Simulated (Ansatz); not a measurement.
Relaxation of BFH₂O (5 atoms, charge 0, multiplicity 1), to a largest force component of 0.02 eV/Å in at most 40 steps.

Level of theory: Ansatz 0.2.0, RKS PBE0-D4/def2-SVP.

```xyz
5
Properties=species:S:1:pos:R:3
B 0.000 0.000 0.000
O 0.000 0.000 1.410
H -0.909 -0.281 1.747
H 1.030 0.000 -0.595
F -1.143 0.000 -0.660
```

Problem. Where does it end, and by what steps?

Solution. It converged. After 5 steps the energy has fallen by 0.181 eV; O2 moved furthest, 0.12 Å.

```
step  energy less start (eV)  largest force component (eV/Å)  accepted
   0                  0.0000                           2.563       yes
   1                 -0.1163                           1.831       yes
   2                 -0.1237                           1.076       yes
   3                 -0.1791                           0.275       yes
   4                 -0.1811                           0.050       yes
   5                 -0.1813                           0.017       yes
```

```xyz
5
Properties=species:S:1:pos:R:3
B -0.004 -0.024 0.024
O -0.006 -0.112 1.364
H -0.895 -0.176 1.733
H 1.038 0.063 -0.573
F -1.155 -0.033 -0.646
```

Whether the end is a true minimum wasn't checked by a vibrational analysis.

Time of the run: 6.7 s on 1 thread of Arm Neoverse V2 (shared host), peak memory 0.12 GiB.
